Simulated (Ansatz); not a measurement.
# C₆H₈: a ladder of functionals and wavefunction methods

An exercise on one series of results from a longer session: the logs are not shown, and one member is left open.

Computed with Ansatz 0.2.0, Gaussian basis. Level: functionals in def2-TZVPP, the program's frozen cores in correlated methods.

Levels to be run: LDA (SPW92), PBE-D4, revPBE-D4, BLYP-D4, r2SCAN-D4, B97M-V, PBE0-D4, B3LYP-D4, r2SCANh-D4, r2SCAN0-D4, HSE06-D4, BHLYP-D4, CAM-B3LYP-D4, LC-ωPBE, ωB97X-V, ωB97M-V, B2PLYP, PBE-QIDH; CCSD(T)/def2-SVP; CCSD(T)/def2-TZVPP; MP2/def2-QZVPP; extrapolation to the limit; RPA on PBE.

## The relaxed structure

The geometry comes from an earlier relaxation with PBE0-D4 in a triple-zeta def2 set; it is a stationary point, not always the lowest conformer.

SMILES `C=C1C=CCC1`, 14 atoms, charge 0, spin multiplicity 1.

Atoms are counted from 1 here; the program's logs count them from 0.

Bond lengths: C1–C2 1.333 Å, C1–H7 1.084 Å, C1–H8 1.084 Å, C2–C3 1.455 Å, C2–C6 1.515 Å, C3–C4 1.335 Å, C3–H9 1.083 Å, C4–C5 1.497 Å, C4–H10 1.084 Å, C5–C6 1.541 Å, C5–H11 1.095 Å, C5–H12 1.095 Å, C6–H13 1.092 Å, C6–H14 1.092 Å. Angles: C2–C1–H7 121.7°, C2–C1–H8 121.1°, H7–C1–H8 117.2°, C1–C2–C3 126.3°, C1–C2–C6 126.7°, C3–C2–C6 106.9°, C2–C3–C4 111.4°, C2–C3–H9 123.0°, C4–C3–H9 125.5°, C3–C4–C5 112.3°, C3–C4–H10 125.0°, C5–C4–H10 122.7°, C4–C5–C6 103.9°, C4–C5–H11 111.2°, C4–C5–H12 111.3°, C6–C5–H11 112.3°, C6–C5–H12 112.3°, H11–C5–H12 106.0° and more.

The first run:

Input file in.yaml:

```yaml
crystal:
  periodic: [false, false, false]
  atoms:
    - {symbol: C, position_ang: [-0.888211, -1.992136, -0.108014]}
    - {symbol: C, position_ang: [-0.285305, -0.807933, -0.004095]}
    - {symbol: C, position_ang: [0.998597, -0.546502, 0.628241]}
    - {symbol: C, position_ang: [1.319684, 0.747624, 0.562870]}
    - {symbol: C, position_ang: [0.272998, 1.556865, -0.138561]}
    - {symbol: C, position_ang: [-0.801575, 0.520041, -0.519083]}
    - {symbol: H, position_ang: [-1.849502, -2.100983, -0.597198]}
    - {symbol: H, position_ang: [-0.433424, -2.889375, 0.295777]}
    - {symbol: H, position_ang: [1.599592, -1.322064, 1.087547]}
    - {symbol: H, position_ang: [2.226933, 1.184231, 0.963852]}
    - {symbol: H, position_ang: [-0.121133, 2.345274, 0.511665]}
    - {symbol: H, position_ang: [0.687029, 2.067816, -1.014483]}
    - {symbol: H, position_ang: [-0.957677, 0.479448, -1.599260]}
    - {symbol: H, position_ang: [-1.767994, 0.757707, -0.069270]}
basis:
  gaussian: {orbitals: def2-TZVPP}
hamiltonian: {xc: lda}
output: {orbitals: {seedname: orbitals}}
```

Launch:

```bash
$ ansatz run in.yaml --threads 4 --pin off --events-out ev --progress --plain --max-ram 10444MiB
```

Steps of the session up to this table: LDA; PBE-D4 (GGA); revPBE-D4 (GGA); BLYP-D4 (GGA); r2SCAN-D4 (meta-GGA); B97M-V (meta-GGA); PBE0-D4 (hybrid); B3LYP-D4 (hybrid); r2SCANh-D4 (hybrid); r2SCAN0-D4 (hybrid); HSE06-D4 (hybrid); BHLYP-D4 (hybrid); CAM-B3LYP-D4 (range-separated); LC-ωPBE (range-separated); ωB97X-V (range-separated); ωB97M-V (range-separated); B2PLYP (double hybrid); PBE-QIDH (double hybrid).

One of the session's tables, all rows but one given; the rest of the session is left out.

It belongs to the step «Orbital energies across the functionals». 

```
  functional  HOMO (eV)  gap (eV)
 LDA (SPW92)      -5.41      3.76
      PBE-D4      -5.25      3.82
   revPBE-D4      -5.19      3.84
     BLYP-D4      -5.09      3.80
   r2SCAN-D4          ?         ?
      B97M-V      -5.39      4.21
     PBE0-D4      -6.23      5.73
    B3LYP-D4      -6.03      5.33
  r2SCANh-D4      -5.76      4.84
  r2SCAN0-D4      -6.33      5.92
    HSE06-D4      -5.84      4.96
    BHLYP-D4      -7.06      7.64
CAM-B3LYP-D4      -7.45      8.06
     LC-ωPBE      -8.76     10.46
     ωB97X-V      -8.40     10.04
     ωB97M-V      -8.32      9.85
```

Q: Estimate the row for r2SCAN-D4 from the others.

Worked estimate for «HOMO (eV)». Against the share of exact exchange, r2SCANh-D4 (0.1, -5.76), r2SCAN0-D4 (0.25, -6.33) give a slope of -3.80 per unit share; at 0 the line stands at -5.38.

As computed: HOMO (eV): -5.39; gap (eV): 4.13. In «HOMO (eV)» the line misses by +0.01.
